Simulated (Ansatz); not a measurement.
# H₂S (triplet): the correlation ladder at distance H1–H2 along a hydrogen transfer = 0.693 Å, cc-pVDZ

How much of the correlation energy of H₂S (triplet) does each wave-function method recover here?

Method: cc-pVDZ, core rule «outside noble gas», up to 5 orbitals frozen; program: Ansatz 0.2.0, Gaussian basis.

To be run: UHF; CCSD(T) on ROHF; CCSD(T) on UHF; BCCD(T) on ROHF; CISD; CCSDT(Q) on ROHF; CCSDT(Q) on UHF; CCSDTQ on ROHF; CCSDTQ on UHF; CASSCF and MRCISD+Q, 4 electrons in 4 orbitals; CASSCF and NEVPT2, 4 electrons in 4 orbitals; CASSCF and MRCISD+Q, 8 electrons in 6 orbitals; CASSCF and MRCISD+Q(relaxed), 8 electrons in 6 orbitals; CASSCF and NEVPT2, 8 electrons in 6 orbitals; Full CI.

## (1) The geometry

The geometry derives from fragments relaxed apart (PBE0/def2-TZVP) and kept rigid, so it is no stationary point. A hydrogen atom is moved between rigid fragments.

3 atoms, charge 0, spin multiplicity 3.

Atoms are counted from 1 here; the program's logs count them from 0.

Bond lengths: H1–H2 0.693 Å.

## (2) UHF

in.yaml reads:

```yaml
crystal:
  periodic: [false, false, false]
  atoms:
    - {symbol: H, position_ang: [0.000000, 0.000000, -1.028333]}
    - {symbol: H, position_ang: [0.000000, 0.000000, -0.335333]}
    - {symbol: S, position_ang: [0.000000, 0.000000, 1.363667]}
basis:
  gaussian: {orbitals: cc-pVDZ}
magnetization: {spin_polarized: true, initial_magnetization: 2}
hamiltonian: {xc: hf}
output: {orbitals: {seedname: orbitals}}
```

Started as:

```bash
$ ansatz run in.yaml --threads 1 --pin off --events-out ev --progress --plain --max-ram 2816MiB --backend cpu
```

Further steps of the session: CCSD(T) on ROHF; CCSD(T) on UHF; BCCD(T) on ROHF; CISD; CCSDT(Q) on ROHF; CCSDT(Q) on UHF; CCSDTQ on ROHF; CCSDTQ on UHF; CASSCF and MRCISD+Q, 4 electrons in 4 orbitals; CASSCF and NEVPT2, 4 electrons in 4 orbitals; CASSCF and MRCISD+Q, 8 electrons in 6 orbitals; CASSCF and MRCISD+Q(relaxed), 8 electrons in 6 orbitals; CASSCF and NEVPT2, 8 electrons in 6 orbitals; Full CI.

**Question.** What will the summary of the whole plan be? Wanted: FCI below the RHF energy; RMP2 from FCI; UMP2 from FCI; RCCSD from FCI; RCCSD(T) from FCI; UCCSD(T) from FCI; RCCSDT(Q) from FCI; UCCSDT(Q) from FCI; NEVPT2 pair from FCI.

As calculated:

```
                         quantity                                                                                                                                            value
         FCI below the RHF energy                                                                                                                                       -4.1432 eV
                    RMP2 from FCI                                                                                                                                  +17.41 kcal/mol
                    UMP2 from FCI                                                                                                                                  +17.81 kcal/mol
                   RCCSD from FCI                                                                                                                                   +1.60 kcal/mol
                RCCSD(T) from FCI                                                                                                                                   +0.34 kcal/mol
                UCCSD(T) from FCI                                                                                                                                   +0.33 kcal/mol
               RCCSDT(Q) from FCI                                                                                                                                   +0.01 kcal/mol
               UCCSDT(Q) from FCI                                                                                                                                    0.00 kcal/mol
             NEVPT2 pair from FCI                                                                                                                                  +16.53 kcal/mol
           MRCISD+Q pair from FCI                                                                                                                                   -0.43 kcal/mol
          NEVPT2 valence from FCI                                                                                                                                  +20.64 kcal/mol
levels within 1 kcal/mol (43 meV)  RCCSD(T), UCCSD(T), BCCD(T), RCCSDT, UCCSDT, RCCSDT(Q), UCCSDT(Q), RCCSDTQ, UCCSDTQ, MRCISD+Q pair, MRCISD+Q valence, MRCISD+Q(relaxed) valence
                    T1 diagnostic                                                                                                                                            0.017
   effectively unpaired electrons                                                                                                                                             2.02
```

In words: RCCSD(T) misses by +0.34 kcal/mol, 0.4 % of the correlation energy. MRCISD+Q pair, MRCISD+Q valence, MRCISD+Q(relaxed) valence fall below full CI: the +Q correction isn't variational, and the cores differ from full CI's. One determinant dominates. Of the multireference levels listed MRCISD+Q valence comes nearest in total energy (-0.40 kcal/mol), which doesn't show that its space is the better one. These misses are within one basis, not against nature; the frozen cores of restricted and unrestricted runs differ, which can shift their rows.
